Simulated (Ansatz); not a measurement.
BF3 (SMILES FB(F)F) moved off its minimum; all values from Ansatz (a first-principles code), cores frozen in correlated methods.
(charge 0, multiplicity 1)
```xyz
4

B     -0.1346     0.0409     0.1402
F     -1.1544    -0.8632     0.1324
F      0.0306     1.0289    -0.5522
F      1.1132    -0.5016     0.5569
```

Forces at r2SCAN/def2-TZVPP (eV/Å):

```csv
atom,Fx,Fy,Fz
B1,2.465,-7.960,1.974
F2,0.926,2.086,0.411
F3,-0.789,4.995,-2.633
F4,-2.601,0.879,0.248
```

Give the forces (eV/Å), the total energy and the dipole at CCSD(T)/aug-cc-pVTZ.


| atom | Fx | Fy | Fz |
|---|---|---|---|
| B1 | 2.526 | -8.142 | 1.986 |
| F2 | 0.893 | 2.101 | 0.435 |
| F3 | -0.798 | 5.144 | -2.695 |
| F4 | -2.621 | 0.897 | 0.274 |
Energy -324.1830 hartree, dipole 1.47 D.
